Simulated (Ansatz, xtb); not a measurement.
# Two isomers of C4H8F

Structure a is `C[C](C)CF`, a doublet and structure b is `CC[C](C)F`, a doublet. Both are isolated molecules in the gas phase, relaxed with B3LYP/6-31G*; the shapes shown needn't be the lowest conformers.

a (Å):

```xyz
13

C    -2.6869    1.8873   -0.5806
C    -1.2997    2.2394   -0.1413
C    -0.3110    1.1400    0.0934
C    -0.8017    3.6218   -0.3682
F    -0.3798    3.7864   -1.7116
H    -2.7121    1.6134   -1.6500
H    -3.3808    2.7272   -0.4547
H    -3.0822    1.0260   -0.0270
H    -0.7614    0.2966    0.6321
H     0.5597    1.4882    0.6622
H     0.0743    0.7360   -0.8595
H    -1.5842    4.3695   -0.1897
H     0.0643    3.8505    0.2650
```

b (Å):

```xyz
13

C     1.4341    0.5605    0.8161
C     0.7626   -0.7139    0.2817
C    -0.7244   -0.7065    0.4241
C    -1.5866   -1.9150    0.3050
F    -1.3112    0.4202   -0.0826
H     2.5171    0.5255    0.6570
H     1.2479    0.6816    1.8889
H     1.0411    1.4446    0.3052
H     1.1527   -1.5982    0.8012
H     1.0364   -0.8422   -0.7833
H    -2.5958   -1.7109    0.6810
H    -1.6920   -2.2496   -0.7428
H    -1.1641   -2.7477    0.8767
```

**Question.** Estimate which is lower in electronic energy at CCSD(T)/def2-SVP + ΔMP2/def2-TZVPP, and by roughly how much.

**Answer.** Too close to call at this level: CCSD(T)/def2-SVP + ΔMP2/def2-TZVPP gives E(b) − E(a) = −0.085 eV.

How the difference moves with the method:

| level | geometry | E(b) − E(a) (eV) | departure from the last row (eV) | job, with rough time for the two |
| --- | --- | --- | --- | --- |
| GFN2-xTB | GFN2-xTB | +0.059 | +0.144 | optimisation, 0.97 s |
| HF/STO-3G | GFN2-xTB | −0.302 | −0.217 | single point, 2.5 s |
| r2SCAN-D4/def2-SVP | GFN2-xTB | −0.040 | +0.045 | single point, 18 s |
| B3LYP/6-31G* | B3LYP/6-31G* | −0.185 | −0.100 | optimisation, 4.6 min |
| HF/def2-SVP | B3LYP/6-31G* | −0.116 | −0.031 | part of the CCSD(T) run |
| MP2/def2-SVP | B3LYP/6-31G* | −0.152 | −0.067 | part of the CCSD(T) run |
| CCSD(T)/def2-SVP | B3LYP/6-31G* | −0.140 | −0.055 | single point |
| CCSD(T)/def2-SVP + ΔMP2/def2-TZVPP | B3LYP/6-31G* | −0.085 |  | single point, 5.6 min |

As drawn, both hold the same kinds of bond in the same numbers.

GFN2-xTB puts the two in the other order. The largest departure from CCSD(T)/def2-SVP + ΔMP2/def2-TZVPP is that of HF/STO-3G, 0.217 eV. The last row adds to CCSD(T) the change of the MP2 difference between the two basis sets, here +0.055 eV.

With harmonic frequencies from B3LYP/6-31G* (ideal gas, rigid rotor, one conformer each, 298.15 K, 1 atm): on the last row, ΔE + ΔZPE = −0.073 eV. A mode under 50 cm⁻¹ makes harmonic enthalpies and free energies unreliable, so none is given.

Open shells are spin-unrestricted. The correlated steps freeze 5 core orbitals. Run with Ansatz 0.2.0, xtb 6.7.1; the last row on 2 threads of AMD EPYC (Zen 3) on a shared host.
